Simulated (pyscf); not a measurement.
This saddle point was located with ωB97X-D3(BJ)/def2-SVP in PySCF.

```xyz
10

O      0.0688    -0.1857     1.1609
Ga    -0.8702     0.0765    -0.5231
O     -0.8990    -1.5096    -1.3475
O     -2.1865     1.2865    -0.5141
H      0.4264    -1.0703     1.3091
H     -1.2760    -1.4956    -2.2330
H     -3.0658     0.9228    -0.3683
O      0.8003     1.0683    -0.6281
H      0.7855     0.5394     0.4788
H      0.7196     2.0303    -0.6088
```

Surface: singlet, charge 0. Lowest wavenumbers (cm⁻¹): 1004i, 151, 157, 163, 185.

Task: Name the species on either side of this saddle.

Result: water (H₂O) + HO–Ga(OH)–OH ⇌ HO–Ga(OH)–OH + water (H₂O), a four-centre exchange read from left to right: H–O, Ga–O broken and Ga–O, H–O formed. At ωB97M-D3(BJ)/def2-TZVP it lies -29.4 kJ/mol from the left side and -29.4 kJ/mol from the right (each side as separated species at their lowest minima found). On the reactant side the descent ends in an adduct with a Ga–O contact, 76.5 kJ/mol under the separated species and 42.9 kJ/mol under the saddle at ωB97X-D3(BJ)/def2-TZVP. On the product side the descent ends in an adduct with a Ga–O contact, 76.5 kJ/mol under the separated species and 42.9 kJ/mol under the saddle at ωB97X-D3(BJ)/def2-TZVP. At ωB97M-D3(BJ) the saddle lies under the separated reactants, which points to a path from their complex (located at ωB97X-D3(BJ) alone). At ωB97M-D3(BJ) the saddle lies under the separated products, which points to a path from their complex (located at ωB97X-D3(BJ) alone). What is counted as formed (Ga–O) is already present as a longer contact in the reactant adduct; forming that adduct is a step of its own. What is counted as broken (Ga–O) persists as a longer contact in the product adduct; parting that adduct is a step of its own. One saddle was located; it need not be the lowest between these sides. Elements up to Kr have no core potential and no relativistic terms here.
